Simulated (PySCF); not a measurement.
**AlF: structure of the singlet**

Aim: relax AlF as a singlet from a linear start, check by its vibrations whether the end is a minimum, and collect its spectrum and constants.

Program: PySCF 2.14.0. Level of theory: B3LYP, basis Al def2-SVP, F def2-SVP, no relativity, density fitting. These are calculated values, not measurements.

## 1. The starting structure

2 atoms, charge 0, spin multiplicity 1.

Bond lengths: Al1–F2 1.995 Å.

```xyz
2
charge 0 multiplicity 1
Al    0.0000    0.0000    0.0000
F     0.0000    0.0000    1.9950
```

## 2. Finding the electronic state

The steps below are one call of a driver around PySCF. For each, scf.py gives the equivalent set-up of the SCF; relaxations use the driver's own optimiser. After this first run the driver tries any further starts and a stability analysis.

scf.py reads:

```python
from pyscf import gto, scf, dft
mol = gto.M(atom='''
Al     0.000000     0.000000     0.000000
F      0.000000     0.000000     1.995000''',
    basis={'Al': 'def2-SVP', 'F': 'def2-SVP'},
    charge=0, spin=0)
mf = dft.RKS(mol, xc='B3LYP')
mf.grids.atom_grid = (50, 194)
aux = {'Al': 'def2-universal-JKFIT', 'F': 'def2-universal-JKFIT'}
mf = mf.density_fit(auxbasis=aux)
mf.conv_tol = 1e-08
mf.diis_space = 10
mf.max_cycle = 60
mf.init_guess = 'minao'
mf.verbose = 4
mf.kernel()
```

Command:

```console
$ OMP_NUM_THREADS=1 python axn.py task.json out
```

Standard output:

```text
init E= -341.953404786343
  HOMO = -0.262680567511741  LUMO = -0.0658621971415598  gap/eV = 5.35570
cycle= 1 E= -342.039859157908  delta_E= -0.0865  |g|= 0.763  |ddm|= 0.884
  HOMO = -0.129226419511093  LUMO = -0.02112967397101  gap/eV = 2.94146
cycle= 2 E= -337.91547258755  delta_E= 4.12  |g|= 4.12  |ddm|= 2.78
  HOMO = -0.264194220193885  LUMO = -0.0689406280117038  gap/eV = 5.31312
cycle= 3 E= -342.157631926073  delta_E= -4.24  |g|= 0.177  |ddm|= 2.37
  HOMO = -0.270651548732203  LUMO = -0.0713743915717681  gap/eV = 5.42261
cycle= 4 E= -342.161441776472  delta_E= -0.00381  |g|= 0.062  |ddm|= 0.145
  HOMO = -0.268500724856394  LUMO = -0.0679529876112435  gap/eV = 5.45718
cycle= 5 E= -342.162397534544  delta_E= -0.000956  |g|= 0.0118  |ddm|= 0.0576
  HOMO = -0.269159561333446  LUMO = -0.0681006876790362  gap/eV = 5.47109
cycle= 6 E= -342.162424837395  delta_E= -2.73e-05  |g|= 0.000704  |ddm|= 0.00778
  HOMO = -0.269169422638956  LUMO = -0.0681148687307998  gap/eV = 5.47097
cycle= 7 E= -342.162424955318  delta_E= -1.18e-07  |g|= 0.000233  |ddm|= 0.000772
  HOMO = -0.269143768661177  LUMO = -0.0681005706587423  gap/eV = 5.47066
cycle= 8 E= -342.162424964524  delta_E= -9.21e-09  |g|= 4.54e-05  |ddm|= 0.000134
  HOMO = -0.269139133104911  LUMO = -0.0681006518214803  gap/eV = 5.47054
Extra cycle  E= -342.162424963237  delta_E= 1.29e-09  |g|= 9.58e-05  |ddm|= 9.42e-05
converged SCF energy = -342.162424963237
```

This step, with its further starts and checks, ran for under 0.5 s (1 thread of Intel Xeon 6975P-C (Granite Rapids), shared host).

No lower closed-shell solution turned up in the test of internal stability.

## 3. Relaxation: linear start, singlet

The program finds C∞v symmetry in the start, which this walk keeps. The walk stops when the largest gradient is under 0.0003 Eh/bohr and the energy has settled too.

scf.py: that of step 2 with these lines changed.

```diff
@@ -3,2 +3,2 @@
-Al     0.000000     0.000000     0.000000
-F      0.000000     0.000000     1.995000''',
+Al     0.000000     0.000000    -0.824312
+F      0.000000     0.000000     1.170688''',
@@ -14 +13,0 @@
-mf.init_guess = 'minao'
```

The optimiser's trace:

```tsv
step	energy (Eh)	change (kJ/mol)	largest symmetric gradient (Eh/bohr)
0	-342.162425	0.00	0.07737
1	-342.191323	-75.87	0.02519
2	-342.192586	-79.19	0.00682
3	-342.192670	-79.41	0.00103
4	-342.192672	-79.41	0.00004
```

The walk took 1 s.

Positions (Å) and forces (eV/Å) along the way:

```
step 0
Al   0.000   0.000  -0.824   0.000   0.000   3.978
F    0.000   0.000   1.171   0.000   0.000  -3.978
step 1
Al   0.000   0.000  -0.694   0.000   0.000   1.295
F    0.000   0.000   1.040   0.000   0.000  -1.295
step 2
Al   0.000   0.000  -0.673   0.000   0.000   0.351
F    0.000   0.000   1.019   0.000   0.000  -0.351
step 3
Al   0.000   0.000  -0.665   0.000   0.000  -0.053
F    0.000   0.000   1.012   0.000   0.000   0.053
step 4
Al   0.000   0.000  -0.666   0.000   0.000   0.002
F    0.000   0.000   1.013   0.000   0.000  -0.002
```

It settles in C∞v symmetry, 79.4 kJ/mol below the start, after 4 steps: Al–F 1.679 Å.

## 4. Vibrations and properties at this point

On the finer grid the gradient is checked again; gradients at displacements of ±0.02 bohr then give force constants and infrared intensities.

scf.py: that of step 3 with these lines changed.

```diff
@@ -3,2 +3,2 @@
-Al     0.000000     0.000000    -0.824312
-F      0.000000     0.000000     1.170688''',
+Al     0.000000     0.000000    -0.693557
+F      0.000000    -0.000000     0.985105''',
@@ -8 +8 @@
-mf.grids.atom_grid = (50, 194)
+mf.grids.atom_grid = (75, 302)
@@ -11 +11 @@
-mf.conv_tol = 1e-08
+mf.conv_tol = 1e-10
```

The driver hands on the density of the step before, so the log starts near convergence.

Log of the central SCF (cycles and frontier levels):

```text
init E= -342.192574606018
  HOMO = -0.254515161056278  LUMO = -0.0502481883311788  gap/eV = 5.55839
cycle= 1 E= -342.192574606018  delta_E= -2.27e-13  |g|= 1.03e-06  |ddm|= 9.79e-07
  HOMO = -0.254515130244553  LUMO = -0.0502481620894099  gap/eV = 5.55839
Extra cycle  E= -342.192574606018  delta_E= 2.27e-13  |g|= 1.82e-06  |ddm|= 1.63e-06
converged SCF energy = -342.192574606018
```

The whole step took 1.9 s.

Geometry: C∞v; Al–F 1.679 Å.

Modes, for the most abundant isotopes:

| symmetry | ω (cm⁻¹) | IR (km/mol) | type |
| --- | --- | --- | --- |
| σ+ | 819 | 79.5 | stretch |

No imaginary mode, so this is a minimum.

Properties at this point:

| Quantity | Value |
| --- | --- |
| Dipole moment | 1.18 D |
| Highest occupied level | -6.93 eV |
| Lowest empty level | -1.37 eV |
| Rotational constants | 0.5366 cm⁻¹ |
| Zero-point energy | 4.9 kJ/mol |
| Principal polarisabilities | 31.0, 36.2, 36.2 bohr³ |
| Atomisation energy without zero-point energy | 658 kJ/mol |
| Principal traceless quadrupole moments about the centre of mass | -5.35, 2.68, 2.68 D Å |
| Entropy at 298.15 K and 1 bar | 215.2 J/(mol K) |
| Heat capacity Cp at 298.15 K | 31.7 J/(mol K) |
| Enthalpy at 298.15 K above 0 K | 8.87 kJ/mol |
| Rotational symmetry number | 1 |

Populations by atom (charges in e):

```csv
atom,Mulliken,Löwdin,polar tensor,Mayer order to Al1
Al1,0.40,0.24,0.42,–
F2,-0.40,-0.24,-0.42,1.03
```

Mulliken populations on Al1: s 5.89, p 6.58, d 0.13.

## 5. Results

```
                                 quantity            value
                                  minimum     singlet, C∞v
                                 geometry     Al–F 1.679 Å
                       wavenumbers (cm⁻¹)         819 (σ+)
                            dipole moment           1.18 D
     highest occupied, lowest empty level  -6.93, -1.37 eV
               polar-tensor charge of Al1          +0.42 e
                        zero-point energy       4.9 kJ/mol
                      entropy at 298.15 K  215.2 J/(mol K)
atomisation energy (no zero-point energy)       658 kJ/mol
```

In words: The linear start keeps its C∞v symmetry and ends in a minimum. The strongest infrared band lies at 819 cm⁻¹ (σ+, stretch). Other starts or spin states, not run here, may lie lower.

The search up to here took 3.5 s.
